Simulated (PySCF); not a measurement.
Simulated outer-valence photoelectron spectrum of `FC(Cl)Cl`. Method used: EOM-IP-CCSD/aug-cc-pVDZ in PySCF, restricted Hartree–Fock reference, frozen core, non-relativistic, gas phase, PBE0-D3(BJ)/def2-SVP geometry.

Each root has a Gaussian of 0.8 eV full width with its one-hole share as area; cross sections and vibrations are left out, and the highest printed point is 100.

(ionisation energy (eV), intensity): (10.6, 0), (10.8, 1), (11.0, 4), (11.2, 14), (11.4, 32), (11.6, 57), (11.8, 83), (12.0, 100), (12.2, 100), (12.4, 86), (12.6, 69), (12.8, 55), (13.0, 41), (13.2, 25), (13.4, 12), (13.6, 7), (13.8, 13), (14.0, 29), (14.2, 49), (14.4, 65), (14.6, 67), (14.8, 54), (15.0, 34), (15.2, 16), (15.4, 5), (15.6, 1), (15.8, 0), (16.0, 0), (16.2, 0), (16.4, 0), (16.6, 0), (16.8, 0), (17.0, 3), (17.2, 10), (17.4, 28), (17.6, 55), (17.8, 76), (18.0, 74), (18.2, 51), (18.4, 25), (18.6, 9), (18.8, 2), (19.0, 0)

Task: Where are the maxima, and how many lines lie under the curve?

Result: 3 maxima, at 12.1, 14.5 and 17.9 eV, from 8 lines. At this width some lines have no maximum of their own.

Task: List the lines with their holes.

Result: 
| E (eV) | leading hole (HF orbital) | area | Koopmans (eV) |
| --- | --- | --- | --- |
| 11.72 | HOMO | 0.96 | 12.57 |
| 12.11 | HOMO-1 | 0.96 | 12.96 |
| 12.23 | HOMO-2 | 0.96 | 13.17 |
| 12.85 | HOMO-3 | 0.95 | 13.80 |
| 14.34 | HOMO-4 | 0.95 | 15.62 |
| 14.71 | HOMO-5 | 0.95 | 16.49 |
| 17.87 | HOMO-7 | 0.94 | 20.37 |
| 17.90 | HOMO-6 | 0.94 | 19.89 |

The widest gap, 3.16 eV, lies between 14.71 and 17.87 eV. Only orbitals with −ε under 21 eV, eight at most, were ionised, so the high end of the curve may lack lines.
